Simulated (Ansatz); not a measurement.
Results of r²SCAN (PAW; Ansatz, an electronic-structure program) for Si (P6₃/mmc, No. 194, 4 atoms in the cell; start mp-165; another form than the element's usual one).

Numerical settings: plane-wave cutoff 500 eV, 12×12×6 k mesh (along the axes of the cell as run), Fermi–Dirac smearing 0.05 eV, scalar-relativistic PAW data made under PBE.

Cell (relaxed at this level):

Space group P6₃/mmc (No. 194); a = b = 3.8319 Å, c = 6.3418 Å, α = β = 90.00°, γ = 120.00°

| atom | site | symmetry | x | y | z |
|---|---|---|---|---|---|
| Si | 4f | 3m. | 0.3333 | 0.6667 | 0.0631 |

**Question.** Give the computed band gap.

**Answer.** 
- band gap: 0.61 eV (on the SCF k mesh)

Note: the relaxation could not lower the start's symmetry, so the cell can be a saddle point above a distorted one.

Computed values are for the static lattice.

A start named mp-… is a Materials Project structure, which need not be a measured phase.
